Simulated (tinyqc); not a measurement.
CCSD on RHF in the sto-6g basis, for BH3, spin multiplicity 1, step by step. One step of it, computed by the program tinyqc.

Task: CCSD: starting amplitudes. t_ij^ab = <ij||ab> / (e_i + e_j - e_a - e_b), whose energy is MP2.

orbital energies (hartree): MO1 -7.534086, MO2 -0.626006, MO3 -0.429615, MO4 -0.429610, MO5 0.238571, MO6 0.546869, MO7 0.636436, MO8 0.636451

Two-electron integrals over orbitals (pq|rs), unique and non-zero (hartree):
```
(11|11) 2.900008    (21|11) -0.248542   (21|21) 0.033980    (22|11) 0.589798
(22|21) -0.008274   (22|22) 0.428200    (31|11) 0.000020    (31|21) -2.14e-06
(31|22) 2.98e-06    (31|31) 0.006960    (32|11) 3.44e-07    (32|21) 1.50e-06
(32|22) 0.000024    (32|31) 0.011348    (32|32) 0.116524    (33|11) 0.516854
(33|21) -0.002980   (33|22) 0.419536    (33|31) 0.003484    (33|32) 0.064138
(33|33) 0.471377    (41|41) 0.006959    (42|41) 0.011347    (42|42) 0.116503
(43|41) -0.003486   (43|42) -0.064155   (43|43) 0.050116    (44|11) 0.516841
(44|21) -0.002980   (44|22) 0.419507    (44|31) -0.003485   (44|32) -0.064149
(44|33) 0.371194    (44|44) 0.471388    (51|11) -0.010190   (51|21) 0.001317
(51|22) -0.000697   (51|31) -1.39e-07   (51|32) -2.27e-08   (51|33) -0.000333
(51|44) -0.000333   (51|51) 0.022164    (52|11) 0.006287    (52|21) -0.000400
(52|22) -0.000221   (52|31) 1.58e-08    (52|32) -1.16e-07   (52|33) -0.000392
(52|44) -0.000392   (52|51) 0.020801    (52|52) 0.067938    (53|11) -1.27e-06
(53|21) 5.92e-08    (53|22) -4.18e-07   (53|31) 0.000143    (53|32) -0.001246
(53|33) -0.001229   (53|44) 0.001229    (53|51) -1.75e-06   (53|52) -4.02e-06
(53|53) 0.016057    (54|41) 0.000143    (54|42) -0.001246   (54|43) 0.001229
(54|54) 0.016057    (55|11) 0.742915    (55|21) -0.009054   (55|22) 0.453863
(55|31) 6.79e-07    (55|32) 1.15e-06    (55|33) 0.416775    (55|44) 0.416767
(55|51) 0.001303    (55|52) 0.007415    (55|53) -1.15e-06   (55|55) 0.587152
(61|11) -0.282472   (61|21) 0.039555    (61|22) -0.008917   (61|31) -0.000010
(61|32) -0.000010   (61|33) -0.003017   (61|44) -0.003012   (61|51) 0.000751
(61|52) -0.001144   (61|53) -4.09e-08   (61|55) -0.007973   (61|61) 0.046186
(62|11) 0.230798    (62|21) -0.009618   (62|22) 0.047384    (62|31) -3.67e-06
(62|32) -0.000005   (62|33) 0.021952    (62|44) 0.021930    (62|51) -0.001118
(62|52) -0.000057   (62|53) -1.09e-06   (62|55) 0.115259    (62|61) -0.010209
(62|62) 0.074619    (63|11) -0.000144   (63|21) 3.83e-06    (63|22) -0.000043
(63|31) 0.003504    (63|32) -0.044304   (63|33) -0.042820   (63|44) 0.042787
(63|51) 9.67e-08    (63|52) -1.67e-06   (63|53) 0.001421    (63|55) -0.000074
(63|61) 5.24e-08    (63|62) -0.000071   (63|63) 0.062848    (64|41) 0.003501
(64|42) -0.044354   (64|43) 0.042840    (64|54) 0.001423    (64|64) 0.062923
(65|11) -0.005300   (65|21) -0.000158   (65|22) -0.002462   (65|31) -2.91e-07
(65|32) -2.29e-06   (65|33) -0.000979   (65|44) -0.000976   (65|51) 0.022571
(65|52) 0.063289    (65|53) -0.000015   (65|55) -0.000157   (65|61) -0.001007
(65|62) -0.004676   (65|63) 2.51e-06    (65|65) 0.063824    (66|11) 0.606199
(66|21) -0.011666   (66|22) 0.422022    (66|31) -0.000013   (66|32) -0.000120
(66|33) 0.418780    (66|44) 0.418912    (66|51) -0.002246   (66|52) -0.004443
(66|53) 2.15e-06    (66|55) 0.444365    (66|61) -0.012365   (66|62) 0.029805
(66|63) 0.000034    (66|65) -0.005725   (66|66) 0.436770    (71|41) 0.012374
(71|42) 0.017929    (71|43) -0.004916   (71|54) 0.000270    (71|64) 0.006205
(71|71) 0.022143    (72|41) 0.007897    (72|42) -0.000809   (72|43) 0.022803
(72|54) 0.001644    (72|64) 0.046768    (72|71) 0.013317    (72|72) 0.049217
(73|41) 0.002415    (73|42) 0.047382    (73|43) -0.024003   (73|54) -0.000973
(73|64) -0.031766   (73|71) 0.004156    (73|72) -0.010664   (73|73) 0.033664
(74|11) 0.208995    (74|21) -0.004830   (74|22) 0.050409    (74|31) 0.002416
(74|32) 0.047383    (74|33) 0.052451    (74|44) 0.004462    (74|51) -0.000022
(74|52) 0.002815    (74|53) -0.000973   (74|55) 0.104491    (74|61) -0.004732
(74|62) 0.071983    (74|63) -0.031775   (74|65) -0.001639   (74|66) 0.028421
(74|74) 0.107264    (75|41) 0.000490    (75|42) 0.003659    (75|43) -0.001872
(75|54) 0.016144    (75|64) -0.001617   (75|71) 0.000828    (75|72) 0.000422
(75|73) 0.001526    (75|75) 0.020735    (76|41) 0.012126    (76|42) 0.106615
(76|43) -0.058847   (76|54) -0.001620   (76|64) -0.046714   (76|71) 0.019873
(76|72) -0.005342   (76|73) 0.049788    (76|75) 0.003205    (76|76) 0.109955
(77|11) 0.666464    (77|21) -0.008649   (77|22) 0.442747    (77|31) 0.000474
(77|32) -0.030008   (77|33) 0.401979    (77|44) 0.469875    (77|51) -0.000289
(77|52) 0.001365    (77|53) 0.001110    (77|55) 0.468967    (77|61) -0.008541
(77|62) 0.052353    (77|63) 0.037078    (77|65) -0.000985   (77|66) 0.446970
(77|74) 0.047535    (77|77) 0.511682    (81|11) -0.000169   (81|21) 0.000025
(81|22) -1.62e-06   (81|31) 0.012375    (81|32) 0.017930    (81|33) 0.004910
(81|44) -0.004916   (81|51) 4.65e-07    (81|52) -6.37e-07   (81|53) 0.000270
(81|55) -4.57e-06   (81|61) 0.000015    (81|62) -0.000013   (81|63) 0.006210
(81|65) -1.05e-06   (81|66) -0.000030   (81|74) 0.004155    (81|77) 0.001495
(81|81) 0.022143    (82|11) 0.000153    (82|21) -0.000005   (82|22) 0.000032
(82|31) 0.007897    (82|32) -0.000823   (82|33) -0.022792   (82|44) 0.022823
(82|51) -6.32e-07   (82|52) 3.87e-07    (82|53) 0.001644    (82|55) 0.000075
(82|61) -0.000014   (82|62) 0.000024    (82|63) 0.046761    (82|65) -2.86e-06
(82|66) 0.000026    (82|74) -0.010619   (82|77) 0.028752    (82|81) 0.013316
(82|82) 0.049220    (83|11) 0.208989    (83|21) -0.004830   (83|22) 0.050387
(83|31) -0.002415   (83|32) -0.047415   (83|33) 0.004445    (83|44) 0.052476
(83|51) -0.000022   (83|52) 0.002815    (83|53) 0.000972    (83|55) 0.104486
(83|61) -0.004727   (83|62) 0.071975    (83|63) 0.031705    (83|65) -0.001637
(83|66) 0.028533    (83|74) 0.042650    (83|77) 0.069706    (83|81) -0.004159
(83|82) 0.010736    (83|83) 0.107299    (84|41) 0.002418    (84|42) 0.047358
(84|43) -0.023977   (84|54) -0.000972   (84|64) -0.031727   (84|71) 0.004162
(84|72) -0.010633   (84|73) 0.030918    (84|75) 0.001525    (84|76) 0.049761
(84|84) 0.033625    (85|11) -2.64e-06   (85|21) -5.53e-08   (85|22) -6.33e-07
(85|31) 0.000490    (85|32) 0.003659    (85|33) 0.001870    (85|44) -0.001872
(85|51) 0.000014    (85|52) 0.000039    (85|53) 0.016144    (85|55) 3.15e-07
(85|61) -1.07e-06   (85|62) -2.94e-06   (85|63) -0.001615   (85|65) 0.000026
(85|66) -0.000007   (85|74) 0.001525    (85|77) -0.000781   (85|81) 0.000828
(85|82) 0.000422    (85|83) -0.001528   (85|85) 0.020735    (86|11) -0.000024
(86|21) -1.00e-06   (86|22) 0.000012    (86|31) 0.012127    (86|32) 0.106589
(86|33) 0.058774    (86|44) -0.058803   (86|51) -1.15e-06   (86|52) -3.31e-06
(86|53) -0.001618   (86|55) -0.000009   (86|61) -0.000014   (86|62) -0.000013
(86|63) -0.046610   (86|65) -4.77e-06   (86|66) -0.000129   (86|74) 0.049757
(86|77) -0.030532   (86|81) 0.019874    (86|82) -0.005318   (86|83) -0.049819
(86|85) 0.003203    (86|86) 0.109882    (87|41) 0.000480    (87|42) -0.029944
(87|43) 0.033922    (87|54) 0.001109    (87|64) 0.037105    (87|71) 0.001512
(87|72) 0.028711    (87|73) -0.011051   (87|75) -0.000779   (87|76) -0.030496
(87|84) -0.011028   (87|87) 0.034264    (88|11) 0.666465    (88|21) -0.008649
(88|22) 0.442758    (88|31) -0.000459   (88|32) 0.030138    (88|33) 0.469945
(88|44) 0.401900    (88|51) -0.000289   (88|52) 0.001365    (88|53) -0.001112
(88|55) 0.468969    (88|61) -0.008540   (88|62) 0.052381    (88|63) -0.037215
(88|65) -0.000986   (88|66) 0.446899    (88|74) 0.069750    (88|77) 0.443049
(88|81) -0.001482   (88|82) -0.028689   (88|83) 0.047454    (88|85) 0.000784
(88|86) 0.030634    (88|88) 0.511757
```

Give: Starting amplitudes; correlation energy.

Result:

Starting amplitudes (spin orbitals 1a, 1b, ...; amplitudes related by a flip of all spins are not repeated; the 24 largest):
```
from      to        t
3a 3b  8a 8b  -0.0503
4a 4b  7a 7b  -0.0503
2a 2b  5a 5b  -0.0393
4a 4b  6a 6b  -0.0322
3a 3b  6a 6b  -0.0322
2a 4b  6a 7b  -0.0322
2a 3b  6a 8b  -0.0321
2a 2b  6a 6b  -0.0318
2a 4b  6b 7a   0.0209
2a 3b  6b 8a   0.0209
3a 4b  7b 8a   0.0200
2a 2b  8a 8b  -0.0195
2a 2b  7a 7b  -0.0195
3a 3b  7a 7b  -0.0158
4a 4b  8a 8b  -0.0158
3a 4b  6a 7b   0.0156
3a 4b  6b 7a  -0.0156
4a 4b  6a 8b   0.0155
3a 3b  6a 8b  -0.0155
3a 4b  7a 8b  -0.0145
3a 3b  5a 5b  -0.0120
4a 4b  5a 5b  -0.0120
2a 4a  6a 7a  -0.0113
2a 3a  6a 8a  -0.0113
```

correlation energy = -0.045174 hartree
